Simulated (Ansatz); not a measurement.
Ansatz (a program for electronic structure) input:

Ansatz 0.2 input:
```yaml
crystal:
  periodic: [false, false, false]
  atoms:
    - {symbol: Al, position_ang: [-0.00490001, 0.57235905, 0.03138045]}
    - {symbol: Cl, position_ang: [1.85165775, -0.29651545, -0.01015070]}
    - {symbol: Cl, position_ang: [-1.85253339, -0.31551051, 0.01198117]}
basis:
  gaussian:
    orbitals: def2-TZVP
hamiltonian:
  xc: b3lyp
  dispersion: d3bj
magnetization: {spin_polarized: true, initial_magnetization: 1}
relax: {f_tol: 0.002, max_steps: 150}
```

Q: Which total energy does the run end on?

A: -1163.02171 Eh (B3LYP-D3(BJ)/def2-TZVP). The basis has 111 functions.

It need not be the lowest isomer of its formula.
